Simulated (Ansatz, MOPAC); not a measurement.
Molecule: hydrogen peroxide, H₂O₂, net charge 0, singlet state. SMILES: OO
Coordinates optimised at B3LYP-D3(BJ)/def2-TZVP (Ansatz, an electronic-structure program):
```xyz
4

O      0.0155     0.7238    -0.0702
O     -0.0112    -0.7261    -0.0419
H      0.8057     0.8967     0.4614
H     -0.8394    -0.8786     0.4355
```

Wanted: vertical ionisation energy to the doublet, in eV. Conventions: each state is the SCF solution reached for its charge and spin; 6-31G* and kin with 6d, 5d where marked; UHF or UKS for open shells; non-relativistic; dispersion terms only where a functional's name holds one; spin-orbit terms left out. Ab initio and DFT rows: single points at B3LYP-D3(BJ) geometries (Ansatz). Semi-empirical rows: differences of heats of formation at the shared geometry for vertical values.

```
species            coefficient  E at B3LYP/6-31G* (Ansatz), Eh  E at wB97M-V/def2-TZVPD (Ansatz), Eh  heat of formation at AM1 (MOPAC), kcal/mol
-----------------  -----------  ------------------------------  ------------------------------------  ------------------------------------------
charge 1, doublet           +1                      -151.11921                            -151.14456                                      250.68
charge 0, singlet           -1                      -151.53311                            -151.57076                                      -25.01
```

Measured values: CCCBDB table in ASE; they hold spin-orbit and core effects.  Value to compare with, the measured value: 11.70 eV. 1 Eh = 27.2114 eV and 1 eV = 23.0605 kcal/mol.

Task: Work the quantity out at each level, and compare with the measured value.

Result: 
- B3LYP/6-31G*: the sum of coefficient times E is 0.41390 Eh, or 11.263 eV. Result: 11.26 eV. Its error against the measured value is -0.44 eV.
- wB97M-V/def2-TZVPD: the sum of coefficient times E is 0.42620 Eh, or 11.597 eV. Result: 11.60 eV. Its error against the measured value is -0.10 eV.
- AM1: the sum of coefficient times heat of formation is 275.69 kcal/mol, or 11.96 eV. Its error against the measured value is 0.26 eV.
